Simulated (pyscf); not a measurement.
Optimised with ωB97X-D3(BJ)/def2-SVP in PySCF.

•H₂C–CH₃ + H₂ -> H₃C–CH₃ + H•
Surface: doublet. Broken: H–H. Formed: C–H. Give ΔE‡ and ΔE from ωB97M-D3(BJ)/def2-TZVP, relative to the separated reactants.

ΔE‡ = 10.9 kcal/mol, ΔE = -0.2 kcal/mol. Zero-point energy shifts the barrier by +1.8 kcal/mol. It is a hydrogen abstraction, with an imaginary mode of 1313i cm⁻¹. This is the saddle that the search found; another between the same sides may lie lower. The angle at the transferred H is 176°.
